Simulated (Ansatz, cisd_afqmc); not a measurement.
System: LiF, charge 0, singlet. LiF (SMILES [Li][F]).
B3LYP-D3(BJ)/def2-TZVP minimum from Ansatz (an electronic-structure program):
```xyz
2

Li     0.0000     0.0000    -1.1712
F      0.0000     0.0000     0.3904
```
Charge 0, spin multiplicity 1.

Total energies in def2-TZVPP, 8 correlated electrons, 2 frozen orbitals. UHF or UKS for unpaired electrons; spin-orbit terms are left out. Cores are frozen in correlated methods. No relativity. AFQMC is phaseless with a CISD trial state; ± is one standard error, without the phaseless bias. Outlying blocks are dropped, and bars are widened where a walk drifts. Over all cases where full CI ran beside it in this data, AFQMC minus full CI had a median of +0.1 mEh and passed +0.4 mEh in a tenth of the cases.

| method | program | energy (Eh) | minus CCSDTQ (mEh) |
|---|---|---|---|
| HF | Ansatz | -106.98564 | 279.61 |
| MP2 | Ansatz | -107.26014 | 5.11 |
| CCSD | Ansatz | -107.25796 | 7.29 |
| CCSD(T) | Ansatz | -107.26493 | 0.32 |
| CCSDT(Q) | Ansatz | -107.26530 | -0.05 |
| CCSDTQ | Ansatz | -107.26525 | 0.00 |
| AFQMC/CISD | cisd_afqmc | -107.2651 ± 0.0004 | 0.2 ± 0.4 |

Rough core times of Ansatz's runs on a shared machine: CCSD(T) under 20 s, CCSDT(Q) 20 s, CCSDTQ 8 min.
